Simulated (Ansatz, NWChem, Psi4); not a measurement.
## Si3H8 (SMILES [SiH3][SiH2][SiH3]): the atomisation enthalpy at 298 K, rung by rung

The species is Si3H8 (11 atoms), meant as a singlet with charge 0. SMILES: `[SiH3][SiH2][SiH3]`. Geometry: relaxed at PBE0-D4/def2-TZVP.

Quantity: the atomisation enthalpy at 298 K, in kJ/mol. The values are calculated. The thermal term (zero-point and 298 K enthalpy, harmonic and unscaled) is that of wB97X-D/def2-SVP; the spin-orbit lowering of the free atoms at 298 K, 1.3 kJ/mol by their spectra, is taken off.

Measured value to compare with: CRC Handbook of Chemistry and Physics gives the atomisation enthalpy at 298 K of the gas as 2973 kJ/mol.

| level | kind | program | value (kJ/mol) | computed − measured |
| --- | --- | --- | --- | --- |
| HF/6-31G* (spherical functions) | Hartree–Fock | Ansatz | 2241 | -732 |
| SVWN5/6-31G* (spherical functions) | LDA | Ansatz | 3259 | +286 |
| r2SCAN/6-31G* (spherical functions) | meta-GGA | Ansatz | 2959 | -14 |
| B3LYP/6-31G* (spherical functions) | global hybrid | NWChem | 2930 | -43 |
| r2SCAN0/6-31G* (spherical functions) | hybrid meta-GGA | Ansatz | 2948 | -25 |
| wB97X/6-31G* (spherical functions) | range-separated hybrid | NWChem | 2989 | +16 |
| PBE-QIDH/6-31G* (spherical functions) | double hybrid | Ansatz | 2817 | -156 |
| MP3/6-31G* (spherical functions) | perturbation theory | NWChem | 2582 | -391 |
| CCSD(T)/6-31G* (spherical functions) | coupled cluster or CI | Ansatz | 2600 | -373 |

Nearest: r2SCAN/6-31G* (spherical functions) (-14 kJ/mol); farthest: HF/6-31G* (spherical functions) (-732 kJ/mol). Computed less measured by kind, in kJ/mol (of the ab initio rows, those in 6-31G*): Hartree–Fock -732; LDA +286; meta-GGA -14; global hybrid -43 to -25; range-separated hybrid +16; double hybrid -156; perturbation theory -391; coupled cluster or CI -373. In a finite basis correlated wave-function methods underbind, so their errors here aren't those of the basis-set limit. The measured heats of formation of B, Si, Al and metal atoms are uncertain by some kJ/mol each.
